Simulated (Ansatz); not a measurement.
Basis-set extrapolation for CH₄BO (`CB[O]`) radical (PBE0-D4/def2-TZVP geometry, frozen core, Ansatz). Multiplicity 2, UHF reference.

|  | def2-TZVPP | def2-QZVPP |
| --- | --- | --- |
| HF | -139.810890 | -139.817784 |
| MP2 correlation | -0.467235 | -0.502069 |
| CCSD(T) correlation | -0.526378 | -0.557944 |

Energies in hartree. Use E(X) = E(∞) + A·exp(−7.88·√X) for Hartree–Fock and E(X) = E(∞) + B·X^(−2.97) for correlation, with X = 3 and 4.

Task: What is the CCSD(T) energy at the basis-set limit?

Result: HF limit: -139.817784 + (-0.006894) × 0.13774 = -139.81873. Correlation limit: -0.557944 + (-0.031566) × 0.74074 = -0.58133. Total: -140.40006 hartree, 1.71 eV below CCSD(T)/def2-TZVPP.
